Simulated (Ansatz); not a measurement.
**A rate constant, worked out**

An elementary step of AlH3SO, closed shell (AlH₃SO ([OH][AlH][SH]) → AlHS ([AlH][S]) + H₂O (still joined by a long Al–O bond); Al–O, S–H broken or loosened, O–H formed or tightened). The start structure is the reactant molecule, and the electronic barrier above it is 1.637 eV by CCSD(T) at an estimated basis limit (MP2 extrapolated from triple and quadruple zeta, plus CCSD(T) − MP2 in triple zeta). Ansatz 0.2.0; basis: def2-TZVPP and def2-QZVPP; cores frozen in the correlated methods. Extrapolation: Hartree–Fock as exp(−7.88 √X), correlation as X^−2.97. Harmonic wavenumbers at PBE0-D4/def2-TZVP (Ansatz 0.2.0), in cm⁻¹:

Start: 181, 272, 327, 486, 490, 539, 644, 701, 875, 1963, 2704, 3962.

Saddle: 998i, 384, 411, 448, 548, 621, 662, 732, 1124, 1772, 1993, 3850.

Q: Work out the transition-state-theory rate constant at 300 K from these numbers alone (harmonic vibrations; rotation, path degeneracy and anharmonicity left out), and the Wigner tunnelling factor. Use 1 cm⁻¹ = 1.2398 × 10⁻⁴ eV and k_B = 8.617 × 10⁻⁵ eV/K.

A: Zero-point energies, half the sums: start 13144/2 cm⁻¹ = 0.8148 eV; saddle, real modes only, 12545/2 cm⁻¹ = 0.7777 eV.
Barrier with zero-point energy: 1.637 + 0.7777 − 0.8148 = 1.5999 eV.
k_BT = 0.02585 eV, so the barrier is 61.89 k_BT.
Vibrational partition functions from the zero-point level, ln q = −Σ ln(1 − exp(−hν/k_BT)): start 1.473, saddle 0.652.
k = (k_BT/h) exp(ln q‡ − ln q) exp(−E0/k_BT), with log₁₀(k_BT/h in s⁻¹) = 12.80: log₁₀ k = 12.80 + (-0.821 − 61.89)/2.3026 = -14.43, so k ≈ 4 × 10^(-15) s⁻¹.
Wigner factor: 1 + (hν‡/k_BT)²/24 = 1 + (4.79)²/24 = 1.95, too large for this simple formula to be trusted. A change of 1 kcal/mol (0.043 eV) in the barrier would change k by a factor of 5.4 at this temperature.

No T1 diagnostic of these runs exceeds 0.014.

Labels in which every atom is bracketed show which atoms are joined, not bond orders.

For scale, one of the runs: CCSD(T)/def2-TZVPP, 157 basis functions, launched by `ansatz run in.yaml --threads 2 --pin off --events-out ev --progress --plain --max-ram 4352MiB`. Hardware: 2 CPU threads of an Arm Neoverse V2, shared host. Wall time 12 s; peak host memory 1 GiB.
